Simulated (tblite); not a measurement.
Run record: tight-binding relaxation, `C=CCC[O]` [radical].

Computed with GFN2-xTB geometry optimisation, gas phase (tblite 0.8.0). Start geometry: from a force field or distance geometry. The command runs a driver script over a list of jobs; the input below is this job's line of settings and its coordinates in Å.

Command:
```bash
OMP_NUM_THREADS=1 python probes_run.py task.json out
```

Input:
```
{"job": {"kind": "relax", "xc": "GFN2-xTB", "basis": "xTB"}, "charge": 0, "multiplicity": 2}
C     -1.612000     0.109500     0.499300
C     -0.753000    -0.850900     0.253100
C      0.688100    -0.616800    -0.090500
C      1.067000     0.830500    -0.176100
O      0.898300     1.529100     1.016600
H     -1.393700     1.166600     0.457000
H     -2.642500    -0.214500     0.749400
H     -1.073000    -1.886900     0.333100
H      1.298600    -1.130400     0.701900
H      0.813700    -1.142600    -1.074800
H      0.544500     1.368900    -1.000400
H      2.165300     0.836700    -0.400400
```

Output:
```
step      E/eV     max force
  0    -436.85160    2.483
  1    -437.03112    0.509
  2    -437.04891    0.405
  3    -437.06121    0.395
  4    -437.07613    0.326
  5    -437.08373    0.202
  6    -437.08755    0.143
  7    -437.08957    0.111
  8    -437.09135    0.107
  9    -437.09271    0.116
... (30 lines left out)
 40    -437.24108    0.021
 41    -437.24112    0.015
 42    -437.24114    0.012
 43    -437.24116    0.010
 44    -437.24118    0.012
 45    -437.24120    0.012
 46    -437.24122    0.014
 47    -437.24123    0.011
 48    -437.24125    0.010
 49    -437.24126    0.009
```

«max force» is the largest atomic force in eV/Å.

Q: From which step on does the largest force stay under 0.1 eV/Å, and how much energy is left to gain from there?

A: From step 26 (0.096 eV/Å), 4.4 meV above the end.

Main results: energy lowered by 9.0 kcal/mol over 49 steps; largest atomic force 0.009 eV/Å at the end.

Time: 0.18 s wall. Hardware: one thread of an Arm Neoverse V1, no GPU (shared host).
Labels such as C1 count atoms from 1, the log's own numbers from 0.
